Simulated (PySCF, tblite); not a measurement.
# CH₂N+: deprotonation

Wanted: deprotonation for CH₂N+ (`C#[NH+]`).

Programs: tblite 0.8.0 and PySCF 2.14.0, with routines of our own; each step states its level. All values are computed. Atoms count from 0.

### Step 1. The system as given

4 atoms, charge 1, multiplicity 1; geometry from: start built from the parent or by distance geometry.

### Step 2. Relaxing the molecule with GFN2-xTB

What the job is given:

```
{"job": {"kind": "relax", "xc": "GFN2-xTB", "basis": "xTB"}, "charge": 1, "multiplicity": 1}
C      0.575500    -0.012300    -0.003800
N     -0.599100     0.010200    -0.022200
H      1.632600    -0.023200     0.000900
H     -1.588500     0.034800    -0.020700
```

Command:

```bash
$ OMP_NUM_THREADS=1 python redox_run.py task.json out
```

One launch serves the whole session: the jobs run in the order shown.

The log of the run:

```text
step      E/eV     max force
  0    -150.19631    6.082
  1    -148.71042   28.875
  2    -150.31124    1.955
  3    -150.32274    0.655
  4    -150.32481    0.086
  5    -150.32497    0.058
  6    -150.32506    0.020
  7    -150.32507    0.017
  8    -150.32513    0.016
  9    -150.32514    0.009
```

Wall time 0.02 s (1 thread of Arm Neoverse V2, shared host).

Step by step: (the energy doesn't fall at every step)

```tsv
step	energy from step 0 (eV)	largest force (eV/Å)
0	0.0000	6.0820
1	1.4859	28.8747
2	-0.1149	1.9546
3	-0.1264	0.6547
4	-0.1285	0.0862
5	-0.1287	0.0583
6	-0.1287	0.0198
7	-0.1288	0.0172
8	-0.1288	0.0156
9	-0.1288	0.0085
```

Close pairs (by a distance rule), those that changed most:

```tsv
bond	before (Å)	after (Å)	change (Å)
C0–N1	1.175	1.133	-0.042
N1–H3	0.990	1.015	+0.026
C0–H2	1.057	1.074	+0.017
```

The next job starts from the end point, and lists it.

### Step 3. Infrared spectrum with GFN2-xTB

What the job is given:

```
{"job": {"kind": "ir", "xc": "GFN2-xTB", "basis": "xTB"}, "charge": 1, "multiplicity": 1}
C      0.556792    -0.007648    -0.007999
N     -0.576026     0.011918    -0.016062
H      1.630980    -0.026659     0.001688
H     -1.591278     0.031935    -0.023335
```

The log of the run:

```text
mode    cm-1     km/mol
  1     591.3     67.72
  2     591.3     67.72
  3     825.5    188.61
  4     825.5    188.58
  5    2255.1     20.56
  6    3121.5    472.71
  7    3373.0    260.02
ZPE 69.283  H(298)-E 79.200  G(298)-E 17.564 kJ/mol  S 206.73 J/(mol K)
```

Run time: 0.05 s. Hardware: 1 thread of Arm Neoverse V2, shared host.

Which atoms move in the most intense modes:

```tsv
cm⁻¹	km/mol	atoms
591	67.7	H3 52 %, N1 21 %, C0 15 %, H2 12 %
591	67.7	H3 52 %, N1 21 %, C0 15 %, H2 12 %
826	188.6	H2 63 %, H3 26 %
826	188.6	H2 63 %, H3 26 %
2255	20.6	C0 38 %, N1 36 %, H2 17 %
3122	472.7	H2 74 %, C0 15 %, H3 11 %
3373	260.0	H3 77 %, N1 14 %
```

### Step 4. Relaxing the molecule at PBE0-D3(BJ)/ma-def2-SVP

What the job is given:

```
{"job": {"xc": "PBE0", "basis": "ma-def2-SVP", "d3": "d3bj", "grid": 1, "kind": "geom"}, "charge": 1, "multiplicity": 1}
C      0.556792    -0.007648    -0.007999
N     -0.576026     0.011918    -0.016062
H      1.630980    -0.026659     0.001688
H     -1.591278     0.031935    -0.023335
```

The log of the run:

```text
step   0  E = -93.52332645  max force = 0.016049
step   1  E = -93.52373231  max force = 0.003534
step   2  E = -93.52374293  max force = 0.000148
optimisation converged
```

Run time: 0.98 s. Hardware: 1 thread of Arm Neoverse V2, shared host.

Step by step:

```tsv
step	energy from step 0 (eV)	largest force component (eV/Å)
0	0.0000	0.8253
1	-0.0110	0.1817
2	-0.0113	0.0076
```

Close pairs (by a distance rule), those that changed most:

```tsv
bond	before (Å)	after (Å)	change (Å)
C0–H2	1.074	1.096	+0.022
N1–H3	1.015	1.023	+0.007
C0–N1	1.133	1.138	+0.005
```

The end geometry stands in the next job.

```tsv
at the end point	value
point group (found at 0.08 Å tolerance)	Cinfv
rotational constants (GHz, main isotopes)	36.835, 36.835
```

### Step 5. Harmonic vibrations (CH2N+): PBE0-D3(BJ)/ma-def2-SVP

What the job is given:

```
{"job": {"xc": "PBE0", "basis": "ma-def2-SVP", "d3": "d3bj", "grid": 2, "kind": "hessian"}, "charge": 1, "multiplicity": 1}
C      0.555500    -0.007689    -0.006910
N     -0.581942     0.013258    -0.016203
H      1.651444    -0.027851     0.002125
H     -1.604422     0.032129    -0.024547
```

The log of the run:

```text
coarse grid: 3392 points
cycle   1  E = -93.4984499133  dE =  5.201e-01  |g| = 2.178e-01  |ddm| = 2.237e+00
cycle   2  E = -93.4993728948  dE = -9.230e-04  |g| = 2.540e-01  |ddm| = 3.726e-01
cycle   3  E = -93.5106957337  dE = -1.132e-02  |g| = 1.272e-01  |ddm| = 2.417e-01
cycle   4  E = -93.5140677284  dE = -3.372e-03  |g| = 1.243e-02  |ddm| = 7.814e-02
cycle   5  E = -93.5141043959  dE = -3.667e-05  |g| = 2.286e-03  |ddm| = 1.182e-02
cycle   6  E = -93.5141055865  dE = -1.191e-06  |g| = 1.521e-04  |ddm| = 2.270e-03
final grid: 32944 points
cycle   7  E = -93.5237451300  dE = -7.076e-06  |g| = 2.218e-03  |ddm| = 8.912e-03
cycle   8  E = -93.5237458139  dE = -6.839e-07  |g| = 1.614e-03  |ddm| = 3.829e-03
cycle   9  E = -93.5237464564  dE = -6.425e-07  |g| = 2.358e-04  |ddm| = 1.474e-03
cycle  10  E = -93.5237464616  dE = -5.138e-09  |g| = 1.789e-04  |ddm| = 2.503e-04
cycle  11  E = -93.5237464685  dE = -6.966e-09  |g| = 4.357e-06  |ddm| = 1.135e-04
cycle  12  E = -93.5237464685  dE = -3.439e-12  |g| = 7.737e-08  |ddm| = 3.193e-06
converged SCF energy = -93.5237464685

mode    cm-1
  1     750.0
  2     750.0
  3     841.6
  4     841.6
  5    2273.4
  6    3326.0
  7    3654.5
ZPE 74.391  H(298)-E 83.915  G(298)-E 22.806 kJ/mol  S 204.96 J/(mol K)
```

Wall time 4.1 s (1 thread of Arm Neoverse V2, shared host); peak memory 0.52 GiB.

Zero-point energy 74.39 kJ/mol (xTB gave 69.28).

### Step 6. Single point (CH2N+): M06-2X/ma-def2-TZVP

Geometry: PBE0-D3(BJ)/ma-def2-SVP.

What the job is given:

```
{"job": {"kind": "sp", "xc": "M06-2X", "basis": "ma-def2-TZVP", "grid": 3}, "charge": 1, "multiplicity": 1}
C      0.555500    -0.007689    -0.006910
N     -0.581942     0.013258    -0.016203
H      1.651444    -0.027851     0.002125
H     -1.604422     0.032129    -0.024547
```

The log of the run:

```text
coarse grid: 15248 points
cycle   1  E = -93.6755424843  dE =  5.690e-01  |g| = 2.797e-01  |ddm| = 1.478e+00
cycle   2  E = -93.6887544134  dE = -1.321e-02  |g| = 2.478e-01  |ddm| = 3.537e-01
cycle   3  E = -93.6991765674  dE = -1.042e-02  |g| = 1.135e-01  |ddm| = 1.510e-01
cycle   4  E = -93.7016286850  dE = -2.452e-03  |g| = 1.895e-02  |ddm| = 5.551e-02
cycle   5  E = -93.7016979653  dE = -6.928e-05  |g| = 2.599e-03  |ddm| = 1.226e-02
cycle   6  E = -93.7016992705  dE = -1.305e-06  |g| = 3.512e-04  |ddm| = 2.217e-03
final grid: 47640 points
cycle   7  E = -93.7019010330  dE = -2.073e-06  |g| = 7.918e-04  |ddm| = 1.107e-02
cycle   8  E = -93.7019008722  dE =  1.608e-07  |g| = 1.256e-03  |ddm| = 9.457e-04
cycle   9  E = -93.7019011824  dE = -3.102e-07  |g| = 5.080e-05  |ddm| = 5.193e-04
cycle  10  E = -93.7019011835  dE = -1.050e-09  |g| = 1.369e-05  |ddm| = 7.124e-05
converged SCF energy = -93.7019011835
```

Wall time 1.3 s (1 thread of Arm Neoverse V2, shared host).

### Step 7. Optimising the geometry with GFN2-xTB

This step treats CHN, `C#N`.

What the job is given:

```
{"job": {"kind": "relax", "xc": "GFN2-xTB", "basis": "xTB"}, "charge": 0, "multiplicity": 1}
C      0.571700    -0.013800    -0.012200
N     -0.592700     0.021900    -0.039200
H      1.668900    -0.035500     0.005300
```

The log of the run:

```text
step      E/eV     max force
  0    -149.69797    3.445
  1    -149.52591    9.817
  2    -149.76964    0.698
  3    -149.77303    0.180
  4    -149.77322    0.024
  5    -149.77324    0.021
  6    -149.77327    0.007
```

It took 0.01 s on 1 thread of Arm Neoverse V2, shared host.

Relaxation path: (the energy doesn't fall at every step)

```tsv
step	energy from step 0 (eV)	largest force (eV/Å)
0	0.0000	3.4453
1	0.1721	9.8170
2	-0.0717	0.6983
3	-0.0751	0.1802
4	-0.0753	0.0239
5	-0.0753	0.0209
6	-0.0753	0.0070
```

Distances of close pairs at the start and the end, largest changes first:

```tsv
bond	before (Å)	after (Å)	change (Å)
C0–H2	1.098	1.059	-0.039
C0–N1	1.165	1.138	-0.028
```

The final coordinates are the input of the step that follows.

### Step 8. Vibrational analysis with GFN2-xTB

What the job is given:

```
{"job": {"kind": "ir", "xc": "GFN2-xTB", "basis": "xTB"}, "charge": 0, "multiplicity": 1}
C      0.575666    -0.009836    -0.014814
N     -0.561346     0.019142    -0.037292
H      1.633644    -0.036664     0.006011
```

The log of the run:

```text
mode    cm-1     km/mol
  1     777.4     10.29
  2     777.5     10.30
  3    2295.7     25.51
  4    3286.3      9.25
ZPE 42.688  H(298)-E 51.812  G(298)-E -8.125 kJ/mol  S 201.03 J/(mol K)
```

Run time: 0.04 s. Hardware: 1 thread of Arm Neoverse V2, shared host.

Which atoms move in the most intense modes:

```tsv
cm⁻¹	km/mol	atoms
777	10.3	H2 73 %, C0 23 %
778	10.3	H2 73 %, C0 23 %
2296	25.5	N1 47 %, C0 40 %, H2 13 %
3286	9.2	H2 83 %, C0 15 %
```

### Step 9. Relaxing the molecule at PBE0-D3(BJ)/ma-def2-SVP

This step treats CHN, `C#N`.

What the job is given:

```
{"job": {"xc": "PBE0", "basis": "ma-def2-SVP", "d3": "d3bj", "grid": 1, "kind": "geom"}, "charge": 0, "multiplicity": 1}
C      0.575666    -0.009836    -0.014814
N     -0.561346     0.019142    -0.037292
H      1.633644    -0.036664     0.006011
```

The log of the run:

```text
step   0  E = -93.24023869  max force = 0.042314
step   1  E = -93.24120904  max force = 0.002416
step   2  E = -93.24121226  max force = 0.000299
optimisation converged
```

It took 0.61 s on 1 thread of Arm Neoverse V2, shared host.

Relaxation path:

```tsv
step	energy from step 0 (eV)	largest force component (eV/Å)
0	0.0000	2.1759
1	-0.0264	0.1242
2	-0.0265	0.0154
```

Close pairs (by a distance rule), those that changed most:

```tsv
bond	before (Å)	after (Å)	change (Å)
C0–H2	1.059	1.080	+0.021
C0–N1	1.138	1.154	+0.016
```

The end geometry stands in the next job.

```tsv
at the end point	value
point group (found at 0.08 Å tolerance)	Cinfv
rotational constants (GHz, main isotopes)	44.288, 44.288
dipole moment (D)	3.08
```

### Step 10. Harmonic vibrations (CHN, C#N): PBE0-D3(BJ)/ma-def2-SVP

What the job is given:

```
{"job": {"xc": "PBE0", "basis": "ma-def2-SVP", "d3": "d3bj", "grid": 2, "kind": "hessian"}, "charge": 0, "multiplicity": 1}
C      0.574070    -0.009742    -0.014827
N     -0.579119     0.020294    -0.038158
H      1.653404    -0.037768     0.006944
```

The log of the run:

```text
coarse grid: 2768 points
cycle   1  E = -93.1985576898  dE =  1.042e-01  |g| = 3.391e-01  |ddm| = 1.916e+00
cycle   2  E = -93.0713057153  dE =  1.273e-01  |g| = 8.237e-01  |ddm| = 9.746e-01
cycle   3  E = -93.2301663752  dE = -1.589e-01  |g| = 3.228e-02  |ddm| = 6.085e-01
cycle   4  E = -93.2304290386  dE = -2.627e-04  |g| = 1.259e-02  |ddm| = 4.201e-02
cycle   5  E = -93.2304692870  dE = -4.025e-05  |g| = 8.172e-04  |ddm| = 1.360e-02
cycle   6  E = -93.2304694803  dE = -1.933e-07  |g| = 1.786e-04  |ddm| = 9.691e-04
final grid: 27576 points
cycle   7  E = -93.2412176078  dE = -4.486e-06  |g| = 2.237e-03  |ddm| = 7.903e-03
cycle   8  E = -93.2412172738  dE =  3.339e-07  |g| = 2.704e-03  |ddm| = 4.440e-03
cycle   9  E = -93.2412186779  dE = -1.404e-06  |g| = 1.249e-03  |ddm| = 2.597e-03
cycle  10  E = -93.2412190297  dE = -3.518e-07  |g| = 2.362e-05  |ddm| = 8.996e-04
cycle  11  E = -93.2412190298  dE = -1.117e-10  |g| = 6.360e-06  |ddm| = 4.171e-05
cycle  12  E = -93.2412190298  dE = -8.640e-12  |g| = 6.396e-07  |ddm| = 7.886e-06
converged SCF energy = -93.2412190298

mode    cm-1
  1     759.8
  2     759.8
  3    2238.5
  4    3468.3
ZPE 43.224  H(298)-E 52.377  G(298)-E -7.675 kJ/mol  S 201.42 J/(mol K)
```

It took 2.6 s on 1 thread of Arm Neoverse V2, shared host; peak memory 0.53 GiB.

Zero-point energy 43.22 kJ/mol (xTB gave 42.69).

### Step 11. Single point (CHN, C#N): M06-2X/ma-def2-TZVP

Geometry: PBE0-D3(BJ)/ma-def2-SVP.

What the job is given:

```
{"job": {"kind": "sp", "xc": "M06-2X", "basis": "ma-def2-TZVP", "grid": 3}, "charge": 0, "multiplicity": 1}
C      0.574070    -0.009742    -0.014827
N     -0.579119     0.020294    -0.038158
H      1.653404    -0.037768     0.006944
```

The log of the run:

```text
coarse grid: 12776 points
cycle   1  E = -93.3839888783  dE =  1.179e-01  |g| = 3.755e-01  |ddm| = 1.413e+00
cycle   2  E = -93.3162465371  dE =  6.774e-02  |g| = 7.079e-01  |ddm| = 6.694e-01
cycle   3  E = -93.4237224213  dE = -1.075e-01  |g| = 2.734e-02  |ddm| = 3.715e-01
cycle   4  E = -93.4239396468  dE = -2.172e-04  |g| = 6.125e-03  |ddm| = 4.338e-02
cycle   5  E = -93.4239501020  dE = -1.046e-05  |g| = 2.219e-03  |ddm| = 8.071e-03
cycle   6  E = -93.4239512902  dE = -1.188e-06  |g| = 5.064e-04  |ddm| = 2.311e-03
final grid: 37832 points
cycle   7  E = -93.4241057111  dE = -1.589e-06  |g| = 1.314e-03  |ddm| = 7.466e-03
cycle   8  E = -93.4241049505  dE =  7.607e-07  |g| = 2.352e-03  |ddm| = 1.738e-03
cycle   9  E = -93.4241060848  dE = -1.134e-06  |g| = 4.805e-05  |ddm| = 1.155e-03
cycle  10  E = -93.4241060858  dE = -1.044e-09  |g| = 9.500e-06  |ddm| = 7.773e-05
converged SCF energy = -93.4241060858
```

Run time: 0.95 s. Hardware: 1 thread of Arm Neoverse V2, shared host.

### Step 12. Relaxing the molecule with GFN2-xTB

This step treats CHN, `[C-]#[NH+]`.

What the job is given:

```
{"job": {"kind": "relax", "xc": "GFN2-xTB", "basis": "xTB"}, "charge": 0, "multiplicity": 1}
C      0.571700    -0.013800    -0.012200
N     -0.592700     0.021900    -0.039200
H     -1.587000     0.024500    -0.021400
```

The log of the run:

```text
step      E/eV     max force
  0    -148.90100    0.895
  1    -148.88444    2.486
  2    -148.90404    0.089
  3    -148.90419    0.078
  4    -148.90495    0.093
  5    -148.90504    0.044
  6    -148.90505    0.008
```

Wall time 0.01 s (1 thread of Arm Neoverse V2, shared host).

Relaxation path: (the energy doesn't fall at every step)

```tsv
step	energy from step 0 (eV)	largest force (eV/Å)
0	0.0000	0.8945
1	0.0166	2.4863
2	-0.0030	0.0894
3	-0.0032	0.0777
4	-0.0040	0.0933
5	-0.0040	0.0440
6	-0.0040	0.0080
```

Close pairs (by a distance rule), those that changed most:

```tsv
bond	before (Å)	after (Å)	change (Å)
C0–N1	1.165	1.158	-0.007
N1–H2	0.994	0.998	+0.003
```

The final coordinates are the input of the step that follows.

### Step 13. Infrared spectrum with GFN2-xTB

What the job is given:

```
{"job": {"kind": "ir", "xc": "GFN2-xTB", "basis": "xTB"}, "charge": 0, "multiplicity": 1}
C      0.568590    -0.009034    -0.019128
N     -0.589580     0.011740    -0.024358
H     -1.586912     0.029916    -0.029281
```

The log of the run:

```text
mode    cm-1     km/mol
  1     594.6    128.06
  2     594.6    128.06
  3    2181.8      1.69
  4    3545.0      0.29
ZPE 41.367  H(298)-E 50.900  G(298)-E -9.591 kJ/mol  S 202.89 J/(mol K)
```

Run time: 0.04 s. Hardware: 1 thread of Arm Neoverse V2, shared host.

The strongest bands and the atoms that carry them (share of the mass-weighted mode):

```tsv
cm⁻¹	km/mol	atoms
595	128.1	H2 76 %, N1 19 %
595	128.1	H2 76 %, N1 19 %
2182	1.7	C0 55 %, N1 39 %
3545	0.3	H2 91 %
```

### Step 14. Geometry optimisation at PBE0-D3(BJ)/ma-def2-SVP

This step treats CHN, `[C-]#[NH+]`.

What the job is given:

```
{"job": {"xc": "PBE0", "basis": "ma-def2-SVP", "d3": "d3bj", "grid": 1, "kind": "geom"}, "charge": 0, "multiplicity": 1}
C      0.568590    -0.009034    -0.019128
N     -0.589580     0.011740    -0.024358
H     -1.586912     0.029916    -0.029281
```

The log of the run:

```text
step   0  E = -93.21987793  max force = 0.031905
step   1  E = -93.22032230  max force = 0.000366
step   2  E = -93.22032238  max force = 0.000060
optimisation converged
```

Wall time 0.61 s (1 thread of Arm Neoverse V2, shared host).

Step by step:

```tsv
step	energy from step 0 (eV)	largest force component (eV/Å)
0	0.0000	1.6406
1	-0.0121	0.0188
2	-0.0121	0.0031
```

Close pairs (by a distance rule), those that changed most:

```tsv
bond	before (Å)	after (Å)	change (Å)
C0–N1	1.158	1.172	+0.014
N1–H2	0.998	1.004	+0.007
```

The final coordinates are the input of the step that follows.

```tsv
at the end point	value
point group (found at 0.08 Å tolerance)	Cinfv
rotational constants (GHz, main isotopes)	45.147, 45.147
dipole moment (D)	3.12
```

### Step 15. Harmonic vibrations (CHN, [C-]#[NH+]): PBE0-D3(BJ)/ma-def2-SVP

What the job is given:

```
{"job": {"xc": "PBE0", "basis": "ma-def2-SVP", "d3": "d3bj", "grid": 2, "kind": "hessian"}, "charge": 0, "multiplicity": 1}
C      0.580665    -0.008953    -0.019030
N     -0.591218     0.012544    -0.024507
H     -1.595271     0.030866    -0.029196
```

The log of the run:

```text
coarse grid: 2768 points
cycle   1  E = -93.2020740680  dE =  1.190e-01  |g| = 1.775e-01  |ddm| = 1.910e+00
cycle   2  E = -93.2063209322  dE = -4.247e-03  |g| = 1.159e-01  |ddm| = 3.274e-01
cycle   3  E = -93.2096464294  dE = -3.325e-03  |g| = 3.933e-02  |ddm| = 1.525e-01
cycle   4  E = -93.2098991924  dE = -2.528e-04  |g| = 2.376e-02  |ddm| = 4.511e-02
cycle   5  E = -93.2100216445  dE = -1.225e-04  |g| = 7.291e-04  |ddm| = 1.478e-02
cycle   6  E = -93.2100218159  dE = -1.714e-07  |g| = 8.457e-05  |ddm| = 1.418e-03
final grid: 27576 points
cycle   7  E = -93.2203278876  dE = -5.400e-06  |g| = 2.389e-03  |ddm| = 9.100e-03
cycle   8  E = -93.2203284898  dE = -6.022e-07  |g| = 1.965e-03  |ddm| = 5.232e-03
cycle   9  E = -93.2203295498  dE = -1.060e-06  |g| = 8.011e-05  |ddm| = 2.221e-03
cycle  10  E = -93.2203295491  dE =  6.824e-10  |g| = 9.197e-05  |ddm| = 1.005e-04
cycle  11  E = -93.2203295510  dE = -1.910e-09  |g| = 1.293e-05  |ddm| = 7.219e-05
cycle  12  E = -93.2203295510  dE = -3.689e-11  |g| = 5.345e-07  |ddm| = 1.229e-05
converged SCF energy = -93.2203295510

mode    cm-1
  1     568.4
  2     568.4
  3    2142.8
  4    3835.5
ZPE 42.558  H(298)-E 52.171  G(298)-E -8.496 kJ/mol  S 203.48 J/(mol K)
```

It took 2.6 s on 1 thread of Arm Neoverse V2, shared host.

Zero-point energy 42.56 kJ/mol (xTB gave 41.37).

### Step 16. Single point (CHN, [C-]#[NH+]): M06-2X/ma-def2-TZVP

Geometry: PBE0-D3(BJ)/ma-def2-SVP.

What the job is given:

```
{"job": {"kind": "sp", "xc": "M06-2X", "basis": "ma-def2-TZVP", "grid": 3}, "charge": 0, "multiplicity": 1}
C      0.580665    -0.008953    -0.019030
N     -0.591218     0.012544    -0.024507
H     -1.595271     0.030866    -0.029196
```

The log of the run:

```text
coarse grid: 12776 points
cycle   1  E = -93.3957753699  dE =  1.278e-01  |g| = 1.800e-01  |ddm| = 1.320e+00
cycle   2  E = -93.4024279696  dE = -6.653e-03  |g| = 6.531e-02  |ddm| = 2.080e-01
cycle   3  E = -93.4032852576  dE = -8.573e-04  |g| = 2.086e-02  |ddm| = 5.332e-02
cycle   4  E = -93.4033679749  dE = -8.272e-05  |g| = 6.066e-03  |ddm| = 1.655e-02
cycle   5  E = -93.4033726293  dE = -4.654e-06  |g| = 4.024e-03  |ddm| = 4.435e-03
cycle   6  E = -93.4033761640  dE = -3.535e-06  |g| = 1.929e-04  |ddm| = 2.783e-03
final grid: 37832 points
cycle   7  E = -93.4035584159  dE = -1.278e-06  |g| = 6.397e-04  |ddm| = 5.693e-03
cycle   8  E = -93.4035583369  dE =  7.895e-08  |g| = 9.229e-04  |ddm| = 7.174e-04
cycle   9  E = -93.4035585082  dE = -1.712e-07  |g| = 6.304e-05  |ddm| = 4.390e-04
cycle  10  E = -93.4035585095  dE = -1.329e-09  |g| = 9.824e-06  |ddm| = 8.306e-05
converged SCF energy = -93.4035585095
```

It took 0.98 s on 1 thread of Arm Neoverse V2, shared host.

### Step 17. Deprotonation: M06-2X/ma-def2-TZVP

This step combines the energies above: geometries from PBE0-D3(BJ)/ma-def2-SVP, zero-point and thermal terms from PBE0-D3(BJ)/ma-def2-SVP.

What the job is given:

```
{"job": {"kind": "ac", "geom": {"xc": "PBE0", "basis": "ma-def2-SVP", "d3": "d3bj", "grid": 1}, "hess": 1, "level": {"xc": "M06-2X", "basis": "ma-def2-TZVP", "grid": 3}}, "charge": 1, "multiplicity": 1}
C      0.555500    -0.007689    -0.006910
N     -0.581942     0.013258    -0.016203
H      1.651444    -0.027851     0.002125
H     -1.604422     0.032129    -0.024547
```

Output (the driver's rows laid out field by field):

```text
deprotonation site by site, M06-2X/ma-def2-TZVP // PBE0-D3(BJ)/ma-def2-SVP

row 1
  formula                 CHN
  charge                  0
  multiplicity            1
  smiles                  C#N
  kept                    yes
  pieces                  1
  point_group             Cinfv
  atom                    1
  element                 N
  electronic              729.35
  enthalpy                704.01
  free_energy             672.58
  share_gas               1.0

row 2
  formula                 CHN
  charge                  0
  multiplicity            1
  smiles                  [C-]#[NH+]
  kept                    yes
  pieces                  1
  point_group             Cinfv
  atom                    0
  element                 C
  electronic              783.3
  enthalpy                757.75
  free_energy             725.71
  share_gas               4.921e-10
```

It took 15 s on 1 thread of Arm Neoverse V2, shared host.

Energy needed to remove a proton (kJ/mol, gas phase, 298 K for the thermal columns):

```tsv
site	product	electronic	enthalpy	free energy
N1	C#N	729.4	704.0	672.6
C0	[C-]#[NH+]	783.3	757.8	725.7
```

### Step 18. Single point (CH2N+): wavefunction

Geometry: PBE0-D3(BJ)/ma-def2-SVP.

What the job is given:

```
{"job": {"kind": "sp", "xc": "CCSD(T)", "basis": "jun-cc-pV(T+d)Z", "grid": 2}, "charge": 1, "multiplicity": 1}
C      0.555500    -0.007689    -0.006910
N     -0.581942     0.013258    -0.016203
H      1.651444    -0.027851     0.002125
H     -1.604422     0.032129    -0.024547
```

With the program's defaults for keys left out, this is: wavefunction single point, frozen core, gas phase.

The log of the run:

```text
final grid: 32944 points
cycle   1  E = -93.1372623334  dE =  5.865e-01  |g| = 4.104e-01  |ddm| = 1.292e+00
cycle   2  E = -93.1902191440  dE = -5.296e-02  |g| = 1.454e-01  |ddm| = 3.053e-01
cycle   3  E = -93.1943368030  dE = -4.118e-03  |g| = 4.900e-02  |ddm| = 9.869e-02
cycle   4  E = -93.1948277700  dE = -4.910e-04  |g| = 2.320e-02  |ddm| = 3.047e-02
cycle   5  E = -93.1949348644  dE = -1.071e-04  |g| = 1.762e-03  |ddm| = 9.713e-03
cycle   6  E = -93.1949360657  dE = -1.201e-06  |g| = 4.134e-04  |ddm| = 1.502e-03
cycle   7  E = -93.1949361110  dE = -4.528e-08  |g| = 7.947e-05  |ddm| = 3.153e-04
cycle   8  E = -93.1949361129  dE = -1.985e-09  |g| = 1.450e-05  |ddm| = 6.663e-05
converged SCF energy = -93.1949361129
E(HF, exact integrals) = -93.1949731916
E(MP2) = -93.5332853769
E(CCSD) = -93.5414249087
E(CCSD(T)) = -93.5579746590
T1 diagnostic = 0.0147
```

It took 15 s on 1 thread of Arm Neoverse V2, shared host; peak memory 0.88 GiB.

(Part 1 of 2 ends here.)
